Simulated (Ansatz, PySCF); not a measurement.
Gas-phase reaction in SMILES: CSC + H+ → C[SH+]C
Structures are relaxed separately at B3LYP-D3(BJ)/def2-TZVP in Ansatz (a quantum-chemistry and plane-wave program).

Property: proton affinity (electronic energy difference), positive where the reaction releases energy, in kcal/mol. Valence correlation only, unless marked. Spin-orbit coupling is left out. No relativistic terms. Basis-set limits of correlation are two-point, X^-3; Hartree-Fock from the larger set. The bracket is a focal-point correction in the basis named.

```
level                                                                 program  proton affinity (kcal/mol)
-------------------------------------------------------------  --------------  --------------------------
HF-D3(BJ)/def2-TZVPD                                            PySCF + dftd3                       212.6
PBE/def2-TZVPD                                                         Ansatz                       204.4
PBE-D3(BJ)/def2-TZVPD                                          Ansatz + dftd3                       205.0
revPBE-D3(BJ)/def2-TZVPD                                       Ansatz + dftd3                       208.0
PBE0/def2-TZVPD                                                        Ansatz                       205.3
BHLYP-D4/def2-TZVPD                                            Ansatz + dftd4                       205.5
HSE06-D3(BJ)/def2-TZVPD                                        Ansatz + dftd3                       205.7
HSE06-D4/def2-TZVPD                                            Ansatz + dftd4                       205.2
CAM-B3LYP/def2-TZVPD                                                   Ansatz                       203.3
LC-wPBE-D4/def2-TZVPD                                          Ansatz + dftd4                       205.6
PBE-QIDH/def2-TZVPD                                                    Ansatz                       204.6
MP2/cc-pV(T+d)Z                                                        Ansatz                       203.4
RI-MP2/cc-pV(T+d)Z                                                     Ansatz                       203.4
CCSD(T)/STO-3G                                                         Ansatz                       255.5
RI-MP2/CBS(cc-pV(T+d)Z,cc-pV(Q+d)Z)+[CCSD(T)-MP2]/cc-pV(T+d)Z          Ansatz                       204.0
```
